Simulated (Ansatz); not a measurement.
One change: `C=CC(F)Cl` becomes `C=CC(F)S`.

Ansatz, PBE0-D4/def2-TZVP geometries, multiplicity 1. Each molecule was computed in one conformer, which needn't be the lowest.

```
                                          property  `C=CC(F)Cl`
             LUMO energy (ωB97M-V/def2-TZVPP) / eV         1.49
           HOMO–LUMO gap (ωB97M-V/def2-TZVPP) / eV        11.93
                 HOMO energy (PBE/def2-TZVPP) / eV        -7.03
size of the dipole moment (ωB97M-V/def2-TZVPP) / D         1.99
                 LUMO energy (PBE/def2-TZVPP) / eV        -1.69
                LUMO energy (PBE0/def2-TZVPP) / eV        -0.66
```

(1) What does the change do to each property? (Best estimate.)

Answers

(1) Computed: 
```json
{"property": "LUMO energy (ωB97M-V/def2-TZVPP) / eV", "`C=CC(F)S`": "1.78", "shift": "0.29"}
{"property": "HOMO–LUMO gap (ωB97M-V/def2-TZVPP) / eV", "`C=CC(F)S`": "11.40", "shift": "-0.53"}
{"property": "HOMO energy (PBE/def2-TZVPP) / eV", "`C=CC(F)S`": "-6.18", "shift": "0.85"}
{"property": "size of the dipole moment (ωB97M-V/def2-TZVPP) / D", "`C=CC(F)S`": "1.67", "shift": "-0.32"}
{"property": "LUMO energy (PBE/def2-TZVPP) / eV", "`C=CC(F)S`": "-1.35", "shift": "0.34"}
{"property": "LUMO energy (PBE0/def2-TZVPP) / eV", "`C=CC(F)S`": "-0.34", "shift": "0.32"}
```

With PBE0 the HOMO rises by 0.79 eV and the LUMO rises by 0.32 eV, so the gap narrows by about 0.47 eV. PBE moves the HOMO by 0.85 eV and ωB97M-V by 0.81 eV. Dipoles are sizes alone; their direction can turn.
